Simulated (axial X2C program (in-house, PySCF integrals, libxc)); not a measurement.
# Potential curves of SiH⁺, with spin–orbit coupling

Computed with an in-house all-electron X2C program for linear molecules (integrals from PySCF). Two-component (2c) means X2C with spin–orbit coupling and atomic mean-field two-electron Coulomb and Gaunt terms. Basis: Si dyall-v3z [8s7p2d1f], H dyall-v3z [6s2p1d] (cores contracted in-house); Gaussian nuclei, density fitting, unrestricted open shells. Masses: Si 27.977 u, H 1.008 u.

State: Ω = 0 (closed shell). Energies in kJ/mol from the fragments at the same level (Si+ + H). Fits are polynomials in 1 − R0/R over 0.85 to 1.23 times the lowest point R0.

```json
{"R (Å)": "1.3250", "MP2": "-269.41"}
{"R (Å)": "1.3859", "MP2": "-290.82"}
{"R (Å)": "1.4316", "MP2": "-299.97"}
{"R (Å)": "1.4773", "MP2": "-304.32"}
{"R (Å)": "1.5230", "MP2": "-304.70"}
{"R (Å)": "1.5763", "MP2": "-301.06"}
{"R (Å)": "1.6296", "MP2": "-293.89"}
{"R (Å)": "1.6981", "MP2": "-280.70"}
{"R (Å)": "1.7819", "MP2": "-260.15"}
{"R (Å)": "1.9037", "MP2": "-224.87"}
```

Correlated methods: 4 electrons correlated (number of frozen shells: Si 2 s, 1 p; H none), 102 virtual spin orbitals or spinors in MP2.

Occupations by symmetry block were frozen at the best pattern of an incomplete PBE0 search. The closed shell is kept restricted, so the energy runs too high when the bond is stretched far. De is counted from the lowest determinant-based energies of the atoms at the same level, without counterpoise correction. MP2 and coupled cluster on one determinant become unreliable at the stretched end.

Question: What are Re, ωe and De at the MP2 level?

Answer: At MP2, 2c: Re = 1.505 Å, ωe ≈ 2210 cm⁻¹, De = 3.16 eV to Si+ + H; Be follows as 7.65 cm⁻¹.
